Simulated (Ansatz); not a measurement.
System: beryllium hydride, BeH (charge 0, doublet). 
Geometry from a B3LYP-D3(BJ)/def2-TZVP (Ansatz, a program for electronic structure) optimisation:
SMILES: [BeH]
```xyz
2

Be     0.0000     0.0000    -0.2695
H      0.0000     0.0000     1.0779
```
Charge 0, spin multiplicity 2.

Basis-set convergence of Hartree-Fock and MP2 correlation energies (hartree) with Ansatz. Valence correlation only, unless marked. UHF or UKS for open shells. Spin-orbit coupling is left out. Non-relativistic.

```
basis        functions      E(HF)  E(corr, MP2)
-----------  ---------  ---------  ------------
def2-SVPD           20  -15.13479      -0.02557
def2-TZVPPD         39  -15.15151      -0.03149
def2-QZVPPD         69  -15.15333      -0.03426
```

Extrapolating the two largest sets (X = 3 and 4) as X^-3: E(corr) = (64·(-0.03426) - 27·(-0.03149))/37 = -0.0363 Eh, an estimate of the basis-set limit. The largest set recovers 94.4 % of it, the smallest 70.5 %.
